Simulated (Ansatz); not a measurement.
Grey tin (α-Sn), treated with r²SCAN in Ansatz (plane waves, PAW).

Numerical settings: plane-wave cutoff 560 eV, 10×10×10 k mesh, Fermi–Dirac smearing 0.01 eV, scalar-relativistic PAW data made under PBE.

Computed points:

```
V (Å³/atom)  E − E_lowest (meV/atom)
-----------  -----------------------
33.262                         19.32
33.969                          8.24
34.677                          1.98
35.385                          0.00
36.092                          1.83
36.800                          7.02
37.508                         15.19
```

Q: Estimate the bulk modulus and its pressure derivative from these points.

A: V0 = 35.385 Å³/atom, B0 = 42.9 GPa, B′ = 5.0 (fit to the energies at full precision).

Measured, for comparison: bulk modulus 42.8 GPa (0 K value with the zero-point phonon effect removed; as tabulated in Mejia-Rodriguez and Trickey (2018), arXiv:1807.09216); equilibrium volume per atom 33.97 Å³/atom (static lattice: zero-point anharmonic expansion removed; as tabulated in Mejia-Rodriguez and Trickey (2018), arXiv:1807.09216). Computed (rounded) less measured: bulk modulus +0.2 %, equilibrium volume per atom +4.2 %.

Spin–orbit coupling is not included; it can open a gap where bands touch, and shift volumes and moduli.

Ansatz is an electronic-structure program.
